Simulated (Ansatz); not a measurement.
Geometry optimisation, RKS PBE0-D4/6-31G* in Ansatz.

Input file:

```yaml
crystal:
  periodic: [false, false, false]
  atoms:
    - { symbol: Al, position_ang: [0.188939, -0.399832, -0.490869] }
    - { symbol: H, position_ang: [-0.293855, -0.277208, 2.225996] }
    - { symbol: H, position_ang: [1.447411, 0.550953, -0.370696] }
    - { symbol: H, position_ang: [-1.220147, -0.005441, -1.11346] }
    - { symbol: O, position_ang: [0.408671, -2.044928, 0.065469] }
    - { symbol: C, position_ang: [-0.572329, -3.049199, 0.059627] }
    - { symbol: H, position_ang: [-0.11796, -4.008339, -0.221125] }
    - { symbol: H, position_ang: [-1.011986, -3.165745, 1.063871] }
    - { symbol: H, position_ang: [-1.396057, -2.845506, -0.646472] }
    - { symbol: H, position_ang: [-0.066986, -0.852854, 1.872161] }
basis:
  gaussian: { orbitals: "6-31G*" }
hamiltonian:
  xc: pbe0
  dispersion: d4
relax:
  f_tol: 0.03
  max_steps: 50
output:
  orbitals: {}
```

Launched with:

```bash
$ ansatz run input.yaml --threads 1 --pin off --max-ram 2048MiB --backend cpu --events-out ev --progress --plain --runs-dir out
```

**Question.** Where does it end, and by what steps?

**Answer.** The forces met the threshold. After 9 steps the energy has fallen by 0.098 eV; H2 moved furthest, 0.47 Å.

```
step  energy less start (eV)  largest force component (eV/Å)  accepted
   0                  0.0000                           1.212       yes
   1                 -0.0728                           0.550       yes
   2                 -0.0855                           0.224       yes
   3                 -0.0902                           0.099       yes
   4                 -0.0924                           0.089       yes
   5                 -0.0955                           0.078       yes
   6                 -0.0968                           0.059       yes
   7                 -0.0975                           0.034       yes
   8                 -0.0975                           0.035       yes
   9                 -0.0978                           0.025       yes
```

```xyz
10
Properties=species:S:1:pos:R:3
Al 0.276 -0.452 -0.684
H -0.572 -0.241 2.606
H 1.585 0.439 -0.644
H -1.140 0.007 -1.249
O 0.429 -2.038 -0.070
C -0.541 -3.043 0.045
H -0.203 -3.950 -0.472
H -0.697 -3.297 1.102
H -1.513 -2.750 -0.381
H -0.259 -0.775 2.191
```

Whether the end is a true minimum wasn't checked by a vibrational analysis.

Run time: 28 s on 1 thread of Intel(R) Xeon(R) Platinum 8375C CPU @ 2.90GHz (Ice Lake), with other jobs on the host, peak memory 0.15 GiB.
